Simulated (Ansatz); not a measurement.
# Molecular dynamics of C5H4

Input:

```yaml
crystal:
  periodic: [false, false, false]
  atoms:
    - { symbol: C, position_ang: [-1.829149, 2.469355, -0.964478] }
    - { symbol: C, position_ang: [-1.128495, 1.533324, -0.598416] }
    - { symbol: C, position_ang: [-0.336646, 0.471065, -0.185359] }
    - { symbol: C, position_ang: [0.361624, -0.470663, 0.18018] }
    - { symbol: C, position_ang: [1.201349, -1.610476, 0.621883] }
    - { symbol: H, position_ang: [-2.451316, 3.299621, -1.287777] }
    - { symbol: H, position_ang: [2.279136, -1.387808, 0.469945] }
    - { symbol: H, position_ang: [0.952248, -2.527845, 0.046719] }
    - { symbol: H, position_ang: [1.039751, -1.822873, 1.700403] }
basis:
  gaussian: { orbitals: STO-3G }
hamiltonian:
  xc: pbe
  dispersion: d4
md:
  timestep: 0.5
  n_steps: 400
  ensemble: nvt_nose_hoover
  temperature: 200.0
  initial_velocities: maxwell_boltzmann
  seed: 995271
  nose_hoover: { tau: 300.0, chain_length: 1 }
scf:
  lower_state_search: "off"
```

Run as:

```bash
$ ansatz run input.yaml --threads 1 --pin off --max-ram 2048MiB --backend cpu --events-out ev --progress --plain --runs-dir out
```

It starts from a relaxed structure.

Output, in part (step lines, the closing report, with atoms numbered from 0):

```
md step     0: t =     0.00 fs  T =   200.0 K  F+E_penalty+E_count = -5175.10601813 eV  E_kin = 0.180964 eV  conserved = -5174.92505413 eV  (13 SCF iters)
md step     1: t =     0.50 fs  T =   190.9 K  F+E_penalty+E_count = -5175.09753538 eV  E_kin = 0.172685 eV  conserved = -5174.92485024 eV  (20 SCF iters)
md step     2: t =     1.00 fs  T =   166.3 K  F+E_penalty+E_count = -5175.07487064 eV  E_kin = 0.150483 eV  conserved = -5174.92438738 eV  (20 SCF iters)
md step     3: t =     1.50 fs  T =   134.1 K  F+E_penalty+E_count = -5175.04516117 eV  E_kin = 0.121329 eV  conserved = -5174.92383205 eV  (20 SCF iters)
md step     4: t =     2.00 fs  T =   103.5 K  F+E_penalty+E_count = -5175.01704329 eV  E_kin = 0.093676 eV  conserved = -5174.92336825 eV  (14 SCF iters)
md step     5: t =     2.50 fs  T =    82.5 K  F+E_penalty+E_count = -5174.99777171 eV  E_kin = 0.074637 eV  conserved = -5174.92313596 eV  (14 SCF iters)
md step     6: t =     3.00 fs  T =    75.0 K  F+E_penalty+E_count = -5174.99100536 eV  E_kin = 0.067818 eV  conserved = -5174.92318875 eV  (14 SCF iters)
md step     7: t =     3.50 fs  T =    80.1 K  F+E_penalty+E_count = -5174.99594701 eV  E_kin = 0.072467 eV  conserved = -5174.92348294 eV  (14 SCF iters)
[... lines left out ...]
md step   397: t =   198.50 fs  T =   158.4 K  F+E_penalty+E_count = -5175.04726790 eV  E_kin = 0.143364 eV  conserved = -5174.92438227 eV  (20 SCF iters)
md step   398: t =   199.00 fs  T =   136.2 K  F+E_penalty+E_count = -5175.02654859 eV  E_kin = 0.123275 eV  conserved = -5174.92389428 eV  (20 SCF iters)
md step   399: t =   199.50 fs  T =   112.1 K  F+E_penalty+E_count = -5175.00414126 eV  E_kin = 0.101422 eV  conserved = -5174.92345915 eV  (14 SCF iters)
md step   400: t =   200.00 fs  T =    93.4 K  F+E_penalty+E_count = -5174.98682150 eV  E_kin = 0.084473 eV  conserved = -5174.92318794 eV  (14 SCF iters)
Total energy: -5174.98684505 eV, -190.1772588237 hartree
Atom 0 at    -1.842443     2.466117    -0.966051 Å, force    -0.118012    -0.049200     0.212831 eV/Å
Atom 1 at    -1.118556     1.543641    -0.608300 Å, force    -0.183666     0.157748    -0.151516 eV/Å
Atom 2 at    -0.326821     0.482490    -0.217454 Å, force     1.013470    -1.174989     0.702516 eV/Å
Atom 3 at     0.371814    -0.450030     0.213467 Å, force    -0.481682     0.365593    -0.602213 eV/Å
Atom 4 at     1.192025    -1.640312     0.624878 Å, force     1.802684     1.673708    -0.170919 eV/Å
Atom 5 at    -2.563297     3.253863    -1.163555 Å, force     0.071899     0.088003    -0.152409 eV/Å
Atom 6 at     2.329135    -1.421505     0.440062 Å, force    -1.908229    -0.345643     0.483082 eV/Å
Atom 7 at     0.942858    -2.526864     0.041907 Å, force    -0.346292    -0.635468    -0.475794 eV/Å
Atom 8 at     1.023702    -1.855234     1.697503 Å, force     0.149829    -0.079752     0.154421 eV/Å
Dipole moment:     0.104355    -0.174174     0.078260 e Å
```

The steps, from the saved trajectory:

```
time (fs)  T (K)  potential energy less start (eV)  conserved less start (meV/atom)
      0.0    200                             0.000                             0.00
      6.5     82                             0.108                             0.14
     13.0     80                             0.110                             0.17
     19.5    130                             0.064                             0.03
     26.0     91                             0.100                             0.13
     32.5     86                             0.106                             0.19
     39.0     92                             0.099                             0.06
     45.5    124                             0.070                             0.08
     52.0     77                             0.115                             0.21
     58.5    112                             0.082                             0.08
     65.0    116                             0.078                             0.08
     71.5     47                             0.143                             0.23
     78.0    108                             0.088                             0.12
     84.5    106                             0.089                             0.06
     91.0     69                             0.125                             0.20
     97.5    108                             0.089                             0.13
    104.0    151                             0.050                             0.03
    110.5    105                             0.093                             0.15
    117.0     72                             0.124                             0.16
    123.5    171                             0.034                             0.02
    130.0     88                             0.112                             0.16
    136.5     77                             0.123                             0.19
    143.0    135                             0.070                             0.05
    149.5     91                             0.111                             0.14
    156.0    117                             0.089                             0.19
    162.5    123                             0.084                             0.08
    169.0    118                             0.090                             0.12
    175.5     72                             0.134                             0.23
    182.0     91                             0.117                             0.13
    188.5    132                             0.081                             0.10
    195.0     49                             0.159                             0.26
```

The run went to its last step. The conserved energy stayed within 0.26 meV per atom of its start (net change 0.21 meV per atom), so the integration is sound. The mean temperature of the second half is 47 % below the set value. A run of 0.2 ps of so small a system gives no equilibrium averages. Limits of this set-up: minimal basis.

The same pairs are bonded in the first frame and the last. Pairs count as bonded within 1.25 times the sum of covalent radii (0.12 Å more for H–H).

Last frame:

```xyz
9
Properties=species:S:1:pos:R:3
C -1.842 2.466 -0.966
C -1.119 1.544 -0.608
C -0.327 0.482 -0.217
C 0.372 -0.450 0.213
C 1.192 -1.640 0.625
H -2.563 3.254 -1.164
H 2.329 -1.421 0.440
H 0.943 -2.527 0.042
H 1.024 -1.855 1.698
```

Time of the run: 5.2 min on 1 thread of Intel(R) Xeon(R) Platinum 8375C CPU @ 2.90GHz (Ice Lake), on a shared host, peak memory 0.1 GiB.
